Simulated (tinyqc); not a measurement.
A ladder of methods, and size consistency: correlation methods against full CI in the sto-3g basis, for BH3, spin multiplicity 1. Computed by the program tinyqc with PySCF. Command: `OMP_NUM_THREADS=1 python tinyqc.py 112641 112642 out.jsonl`; one thread of a shared host (Intel(R) Xeon(R) Processor @ 2.60GHz), about 2 s.

Geometry (angstrom):
```
atom        x        y       z
B      0.0000   0.0000  0.0420
H      1.1290   0.0000  0.0000
H     -0.5640   0.9770  0.0000
H     -0.5640  -0.9770  0.0000
```

RHF energy of one = -26.068224 hartree

All electrons correlated; +Q is the Davidson correction (1 - c0^2) E_corr. The last columns treat two copies 100 angstrom apart as one system. FCI is the lowest singlet.

Correlation energies (hartree):
```
method   E_corr of one  share of FCI (%)  E_corr of two at 100 angstrom  two minus twice one (mhartree)
MP2          -0.033557           69.5070                      -0.067113                          0.0000
CISD         -0.047198           97.7635                      -0.092089                          2.3079
CISD+Q       -0.048411          100.2759                      -0.096483                          0.3396
CCSD         -0.047966           99.3542                      -0.095932                          0.0000
CCSD(T)      -0.048165           99.7667                      -0.096331                          0.0000
FCI          -0.048278          100.0000                              -                               -
```

MP2 recovers 70 %, CISD 97.8 % and CCSD 99.4 % of the FCI value (c0^2 = 0.974 in CISD). MP2 and coupled cluster are size consistent, so their last column vanishes; CISD loses 2.31 mhartree, since a double excitation on each copy is a quadruple of the pair, and the Davidson correction leaves +0.34.
